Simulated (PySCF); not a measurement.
# M06-2X/STO-3G run of NOF (nitrosyl fluoride)

What is the vertical ionisation energy of NOF (nitrosyl fluoride) at M06-2X/STO-3G? Input form: a Python script.

The results are computed with PySCF 2.14.0.

23 further runs of the same task are left out: 8 that didn't finish, 15 set aside as unsound or not needed.

**1. The molecule**

The species is NOF (3 atoms), meant as a singlet with charge 0. As SMILES, `O=NF`. Geometry: relaxed at GFN2-xTB.

Bond lengths: O1–N2 1.139 Å, N2–F3 1.492 Å. Angles: O1–N2–F3 111.3°.

**2. A single-point energy at M06-2X/STO-3G**

The input, calc.py:

```python
from pyscf import gto, dft

mol = gto.M(
    atom='''
O      1.665302     0.459336     0.967256
N      0.278300    -0.910168     0.054972
F     -1.943621     0.450851    -1.022247
''',
    basis='sto-3g',
    unit='bohr',
    verbose=4,
    max_memory=1860,
    spin=0,
)

myscf = dft.RKS(mol, xc='m06-2x')
myscf.conv_tol = 1e-10
myscf.grids.level = 5
myscf.kernel()
if not myscf.converged:
    myscf = myscf.newton().run(myscf.mo_coeff, myscf.mo_occ)

etot = myscf.e_tot
print('E(%s) = %.9f' % ('M06-2X', etot))
```

Command:

```sh
$ OMP_NUM_THREADS=1 python calc.py
```

Output:

```text
PySCF version 2.14.0

[INPUT] num. atoms = 3
[INPUT] num. electrons = 24
[INPUT] charge = 0
[INPUT] spin (= nelec alpha-beta = 2S) = 0
[INPUT] symmetry False subgroup None
[INPUT] Mole.unit = bohr
[INPUT] Symbol           X                Y                Z      unit          X                Y                Z       unit  Magmom
[INPUT]  1 O      0.881239867699   0.243070143355   0.511849832326 AA    1.665302000000   0.459336000000   0.967256000000 Bohr   0.0
[INPUT]  2 N      0.147270017799  -0.481640163709   0.029089929639 AA    0.278300000000  -0.910168000000   0.054972000000 Bohr   0.0
[INPUT]  3 F     -1.028519939866   0.238580074720  -0.540949816331 AA   -1.943621000000   0.450851000000  -1.022247000000 Bohr   0.0

nuclear repulsion = 65.8367336812847
number of shells = 9
number of NR pGTOs = 45
number of NR cGTOs = 15
basis = sto-3g
ecp = {}

******** <class 'pyscf.dft.rks.RKS'> ********
method = RKS
initial guess = minao
damping factor = 0
level_shift factor = 0
DIIS = <class 'pyscf.scf.diis.CDIIS'>
diis_start_cycle = 1
diis_space = 8
diis_damp = 0
SCF conv_tol = 1e-10
SCF conv_tol_grad = None
SCF max_cycles = 50
direct_scf = True
direct_scf_tol = 1e-13
XC library pyscf.dft.libxc version 7.0.0
    S. Lehtola, C. Steigemann, M. J.T. Oliveira, and M. A.L. Marques.,  SoftwareX 7, 1–5 (2018)
XC functionals = m06-2x
    Y. Zhao and D. G. Truhlar.,  Theor. Chem. Acc. 120, 215 (2008)
    Y. Zhao and D. G. Truhlar.,  Theor. Chem. Acc. 120, 215 (2008)
radial grids:
    Treutler-Ahlrichs [JCP 102, 346 (1995); DOI:10.1063/1.469408] (M4) radial grids

becke partition: Becke, JCP 88, 2547 (1988); DOI:10.1063/1.454033
pruning grids: <function nwchem_prune>
grids dens level: 5
symmetrized grids: False
atomic radii adjust function: <function treutler_atomic_radii_adjust>
small_rho_cutoff = 0
Set gradient conv threshold to 1e-05
Initial guess from minao.
tot grids = 128976
init E= -226.83354249308
  HOMO = -0.28457915642214  LUMO = -0.0427370304634906  gap/eV = 6.58086
cycle= 1 E= -226.324337459453  delta_E= 0.509  |g|= 0.656  |ddm|= 2.64
  HOMO = -0.12051018854694  LUMO = 2.03318942542108e-05  gap/eV = 3.27980
cycle= 2 E= -226.071923152651  delta_E= 0.252  |g|= 1.18  |ddm|= 2.06
  HOMO = -0.244197033545185  LUMO = 0.0612309862123933  gap/eV = 8.31112
cycle= 3 E= -226.456964855601  delta_E= -0.385  |g|= 0.337  |ddm|= 1.42
  HOMO = -0.249592141717364  LUMO = 0.0500730498771907  gap/eV = 8.15431
cycle= 4 E= -226.485642591452  delta_E= -0.0287  |g|= 0.064  |ddm|= 0.423
  HOMO = -0.254747742214197  LUMO = 0.066854650499595  gap/eV = 8.75125
cycle= 5 E= -226.487808716288  delta_E= -0.00217  |g|= 0.0128  |ddm|= 0.131
  HOMO = -0.254952969074146  LUMO = 0.0663102665161059  gap/eV = 8.74202
cycle= 6 E= -226.48797218701  delta_E= -0.000163  |g|= 0.00178  |ddm|= 0.0538
  HOMO = -0.25469895904303  LUMO = 0.0659038183765597  gap/eV = 8.72405
cycle= 7 E= -226.487975357049  delta_E= -3.17e-06  |g|= 0.000176  |ddm|= 0.00825
  HOMO = -0.254710872941197  LUMO = 0.0659219948724885  gap/eV = 8.72486
cycle= 8 E= -226.487975370096  delta_E= -1.3e-08  |g|= 2.45e-05  |ddm|= 0.000312
  HOMO = -0.254707858524938  LUMO = 0.0659231113592994  gap/eV = 8.72481
cycle= 9 E= -226.487975370707  delta_E= -6.11e-10  |g|= 1.78e-06  |ddm|= 0.000107
  HOMO = -0.254707633334992  LUMO = 0.0659227759933577  gap/eV = 8.72480
cycle= 10 E= -226.487975370709  delta_E= -2.22e-12  |g|= 4.74e-07  |ddm|= 6.06e-06
  HOMO = -0.254707627652733  LUMO = 0.0659227694200734  gap/eV = 8.72480
Extra cycle  E= -226.487975370709  delta_E= 3.98e-13  |g|= 5.5e-07  |ddm|= 1.12e-06
converged SCF energy = -226.487975370709
E(M06-2X) = -226.487975371
```

It took 1.4 s on 1 thread of AMD EPYC 9R45 (Zen 5), shared host; peak memory 0.18 GiB.

**3. The doublet cation at the same level**

The input, calc.py:

```python
from pyscf import gto, dft

system = gto.M(
    atom='''
O      1.665302     0.459336     0.967256
N      0.278300    -0.910168     0.054972
F     -1.943621     0.450851    -1.022247
''',
    verbose=4,
    max_memory=1860,
    spin=1,
    charge=1,
    unit='bohr',
    basis='sto-3g',
)

mf = dft.UKS(system)
mf.xc = 'm06-2x'
mf.grids.level = 5
mf.conv_tol = 1e-10
mf.kernel()
if not mf.converged:
    mf = mf.newton().run(mf.mo_coeff, mf.mo_occ)

e_final = mf.e_tot
print('Final energy', e_final)
```

Command:

```sh
$ OMP_NUM_THREADS=1 python calc.py
```

Output:

```text
PySCF version 2.14.0

[INPUT] num. atoms = 3
[INPUT] num. electrons = 23
[INPUT] charge = 1
[INPUT] spin (= nelec alpha-beta = 2S) = 1
[INPUT] symmetry False subgroup None
[INPUT] Mole.unit = bohr
[INPUT] Symbol           X                Y                Z      unit          X                Y                Z       unit  Magmom
[INPUT]  1 O      0.881239867699   0.243070143355   0.511849832326 AA    1.665302000000   0.459336000000   0.967256000000 Bohr   0.0
[INPUT]  2 N      0.147270017799  -0.481640163709   0.029089929639 AA    0.278300000000  -0.910168000000   0.054972000000 Bohr   0.0
[INPUT]  3 F     -1.028519939866   0.238580074720  -0.540949816331 AA   -1.943621000000   0.450851000000  -1.022247000000 Bohr   0.0

nuclear repulsion = 65.8367336812847
number of shells = 9
number of NR pGTOs = 45
number of NR cGTOs = 15
basis = sto-3g
ecp = {}

******** <class 'pyscf.dft.uks.UKS'> ********
method = UKS
initial guess = minao
damping factor = 0
level_shift factor = 0
DIIS = <class 'pyscf.scf.diis.CDIIS'>
diis_start_cycle = 1
diis_space = 8
diis_damp = 0
SCF conv_tol = 1e-10
SCF conv_tol_grad = None
SCF max_cycles = 50
direct_scf = True
direct_scf_tol = 1e-13
number electrons alpha = 12  beta = 11
XC library pyscf.dft.libxc version 7.0.0
    S. Lehtola, C. Steigemann, M. J.T. Oliveira, and M. A.L. Marques.,  SoftwareX 7, 1–5 (2018)
XC functionals = m06-2x
    Y. Zhao and D. G. Truhlar.,  Theor. Chem. Acc. 120, 215 (2008)
    Y. Zhao and D. G. Truhlar.,  Theor. Chem. Acc. 120, 215 (2008)
radial grids:
    Treutler-Ahlrichs [JCP 102, 346 (1995); DOI:10.1063/1.469408] (M4) radial grids

becke partition: Becke, JCP 88, 2547 (1988); DOI:10.1063/1.454033
pruning grids: <function nwchem_prune>
grids dens level: 5
symmetrized grids: False
atomic radii adjust function: <function treutler_atomic_radii_adjust>
small_rho_cutoff = 0
Set gradient conv threshold to 1e-05
tot grids = 128976
init E= -226.83354249308
[... the frontier-level lines of each cycle are left out ...]


cycle= 1 E= -225.90216894542  delta_E= 0.931  |g|= 0.543  |ddm|=  1.9
cycle= 2 E= -225.273342474881  delta_E= 0.629  |g|= 1.22  |ddm|= 1.79
cycle= 3 E= -226.040584129702  delta_E= -0.767  |g|= 0.386  |ddm|= 1.34
cycle= 4 E= -226.109086595001  delta_E= -0.0685  |g|= 0.0914  |ddm|= 0.444
cycle= 5 E= -226.116892365073  delta_E= -0.00781  |g|= 0.0174  |ddm|= 0.163
cycle= 6 E= -226.117583062608  delta_E= -0.000691  |g|= 0.00438  |ddm|= 0.0677
cycle= 7 E= -226.117689236307  delta_E= -0.000106  |g|= 0.00269  |ddm|= 0.0313
cycle= 8 E= -226.117736313783  delta_E= -4.71e-05  |g|= 0.00193  |ddm|= 0.0198
cycle= 9 E= -226.117777684669  delta_E= -4.14e-05  |g|= 0.00124  |ddm|= 0.0254
cycle= 10 E= -226.117802326876  delta_E= -2.46e-05  |g|= 0.00064  |ddm|= 0.0268
cycle= 11 E= -226.117808617608  delta_E= -6.29e-06  |g|= 0.00023  |ddm|= 0.0158
cycle= 12 E= -226.117809220595  delta_E= -6.03e-07  |g|= 9.92e-05  |ddm|= 0.00487
cycle= 13 E= -226.11780928084  delta_E= -6.02e-08  |g|= 4.01e-05  |ddm|= 0.00112
cycle= 14 E= -226.117809286271  delta_E= -5.43e-09  |g|= 3.25e-05  |ddm|= 0.0004
cycle= 15 E= -226.117809288571  delta_E= -2.3e-09  |g|= 1.33e-05  |ddm|= 0.000367
cycle= 16 E= -226.117809288739  delta_E= -1.68e-10  |g|= 2.25e-06  |ddm|= 3.56e-05
cycle= 17 E= -226.117809288754  delta_E= -1.47e-11  |g|= 1.28e-06  |ddm|= 1.07e-05
Extra cycle  E= -226.117809288761  delta_E= -7.56e-12  |g|= 1.1e-06  |ddm|= 5.5e-06
converged SCF energy = -226.117809288761  <S^2> = 0.77700765  2S+1 = 2.0268277
Final energy -226.11780928876146
```

Wall time 3.6 s (1 thread of AMD EPYC 9R45 (Zen 5), shared host); peak memory 0.19 GiB.

**4. What came out**

At M06-2X/STO-3G:

```
                                          quantity          value
                         singlet NOF: total energy  -226.48798 Eh
                        singlet NOF: dipole moment         0.36 D
                          singlet NOF: HOMO energy       -6.93 eV
                          singlet NOF: LUMO energy        1.79 eV
                        singlet NOF: HOMO–LUMO gap        8.72 eV
                      doublet cation: total energy  -226.11781 Eh
doublet cation: HOMO energy (highest over α and β)      -20.85 eV
 doublet cation: LUMO energy (lowest over α and β)      -13.18 eV
                              doublet cation: ⟨S²⟩          0.777
vertical ionisation energy (to the doublet cation)      10.073 eV
```

What this shows: The vertical ionisation energy comes to 10.07 eV (972 kJ/mol). The negative HOMO energy of the first species, 6.93 eV, lies 3.14 eV below that difference. In a minimal basis such a difference can be off by several eV, whatever the method. Mulliken charges (singlet NOF) run from -0.07 on F3 to +0.12 on N2. Mulliken charges (doublet cation) run from +0.28 on F3 to +0.43 on N2; they depend strongly on the basis.
